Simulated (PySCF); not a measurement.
ethyl fluoride: adiabatic energies of losing or gaining an electron at several levels

Structure: `CCF` (C2H5F).

All levels share the PBE0-D3(BJ)/def2-SVP structures and the PBE0-D3(BJ)/def2-SVP thermal terms; only the single-point energies (PySCF) change. Values are adiabatic energies of losing or gaining an electron (0 K, eV).

| level | ionisation energy to the radical cation | time |
| --- | --- | --- |
| M06-L/ma-def2-TZVP (grid 3) | 11.06 | 84 s |
| HF/ma-def2-TZVP | 11.10 | 25 s |
| PBE0-D3(BJ)/def2-TZVPP | 11.20 | 28 s |
| PBE0-D3(BJ)/def2-SV(P) | 11.20 | 6.9 s |
| PBE0-D3(BJ)/jun-cc-pV(T+d)Z | 11.22 | 35 s |
| PBE0-D3(BJ)/ma-def2-TZVP | 11.22 | – |
| HSE06/ma-def2-TZVP | 11.23 | 46 s |
| PBE0-D3(BJ)/def2-SVPD | 11.25 | 14 s |
| M06/ma-def2-TZVP (grid 3) | 11.30 | 64 s |
| CAM-B3LYP-D3(BJ)/ma-def2-TZVP | 11.45 | 24 s |
| ωB97M-D3(BJ)/ma-def2-TZVP (grid 3) | 11.50 | 60 s |

Times are wall times for all single points of a level on 1 thread of Arm Neoverse V1, a shared host; the dash marks the run that also made the structures. HSE06, M06-L ran on a slower path of this set-up, which computes the density-fitting integrals anew in every SCF cycle while the other levels store them. So the times needn't show the usual order of cost, and those levels read slower than they are.

Hartree-Fock leaves out electron correlation, so its ionisation energies and electron affinities from energy differences come out too low, often by 1 eV or more.

The spread: 0.44 eV, from 11.06 to 11.50.
